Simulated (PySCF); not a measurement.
Geometries of 2 isomers of C4H7FN (doublet state), from PBE0-D3(BJ)/def2-SVP geometry optimisation, gas phase (PySCF). One conformer each, no zero-point energy, no frequencies.

Task: Which isomer lies lower at this level?
A.
```xyz
13
angstrom
N      2.206   -0.220    0.133
C      1.053    0.559    0.166
C     -0.236   -0.098    0.411
C     -1.103   -0.685   -0.716
C     -1.514    0.544    0.007
F     -2.570    0.466    0.857
H      3.075    0.302    0.179
H      2.214   -0.991    0.794
H      1.082    1.465   -0.447
H     -0.314   -0.674    1.344
H     -0.747   -0.594   -1.745
H     -1.659   -1.597   -0.486
H     -1.477    1.511   -0.508
```
B.
```xyz
13
angstrom
F     -1.570    1.568    0.443
C     -0.745    0.708   -0.238
C      0.700    0.782    0.225
C      1.210   -0.623   -0.099
N      0.098   -1.541   -0.056
C     -1.098   -0.757    0.034
H     -0.835    0.944   -1.313
H      0.692    0.959    1.313
H      1.276    1.590   -0.246
H      2.017   -0.974    0.567
H      1.644   -0.670   -1.120
H     -1.888   -1.168   -0.617
H     -1.500   -0.821    1.068
```

Result: B. That is `C1C[C@H](F)C[N]1` [radical], 16.6 kcal/mol below the other.

```json
{"SMILES": "F[C@H]1CC[N]C1", "atoms numbered as above": "[F:1][C@H:2]1[CH2:3][CH2:4][N:5][CH2:6]1", "E (Eh)": "-310.60158", "relative (kcal/mol)": "0.0", "relative (kJ/mol)": "0.0", "dipole (D)": "1.39", "⟨S²⟩": "0.754"}
{"SMILES": "N[CH][C@@H]1C[C@H]1F", "atoms numbered as above": "[NH2:1][CH:2][C@@H:3]1[CH2:4][C@H:5]1[F:6]", "E (Eh)": "-310.57514", "relative (kcal/mol)": "16.6", "relative (kJ/mol)": "69.4", "dipole (D)": "2.36", "⟨S²⟩": "0.754"}
```

As drawn, the higher has a three-membered ring and an N–H bond, which the lower lacks.
